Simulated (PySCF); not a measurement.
## Nuclear quadrupole coupling in thiohydroxylamine

Thiohydroxylamine, H3NS.
Cartesian coordinates in Å at the PBE0-D3(BJ)/def2-TZVP level; atoms count from 1:
```xyz
5
H3NS angstrom
N     -0.529    0.140    0.158
S      0.932   -0.452   -0.489
H     -1.056   -0.602    0.596
H     -1.085    0.586   -0.557
H      1.771    0.295    0.254
```

Field gradients from the PBE0/pcSseg-2 density (PySCF, non-relativistic), principal values in atomic units, ordered |Vxx| ≤ |Vyy| ≤ |Vzz|:

| atom | Vxx | Vyy | Vzz |
| --- | --- | --- | --- |
| N1 | 0.3177 | 0.8019 | -1.1196 |
| S2 | 0.4059 | 2.8597 | -3.2656 |

Question: Find the asymmetry η = (Vxx − Vyy)/Vzz and the couplings χ = eQV/h (234.96 MHz × Q in barn × V in au), with Q(14N) = 0.02044 b, Q(33S) = −0.0678 b.

Answer: 
```json
{"atom": "N1", "environment": "nitrogen bonded to S and 2 H", "nucleus": "14N", "η": "0.43", "χzz (MHz)": "-5.38", "χxx (MHz)": "1.53", "χyy (MHz)": "3.85"}
{"atom": "S2", "environment": "sulfur bonded to N and H", "nucleus": "33S", "η": "0.75", "χzz (MHz)": "52.02", "χxx (MHz)": "-6.47", "χyy (MHz)": "-45.56"}
```

Question: What is Vzz at S2 in SI units (1 au = 9.71736 × 10²¹ V/m²)?

Answer: -3.2656 au = -31.733 × 10²¹ V/m².

Question: What couplings would deuterons (Q(2H) = 0.00286 b) have in place of the hydrogens, at this geometry?

Answer: 
```
atom  bonded to  bond length (Å)  Vzz (au)     η  χzz (kHz)
  H3         N1            1.010    0.3889  0.17        261
  H4         N1            1.010    0.3887  0.17        261
  H5         S2            1.347    0.2160  0.22        145
```

One conformer (not necessarily the lowest) at the PBE0-D3(BJ)/def2-TZVP geometry, without solvent, vibrations or thermal averaging.
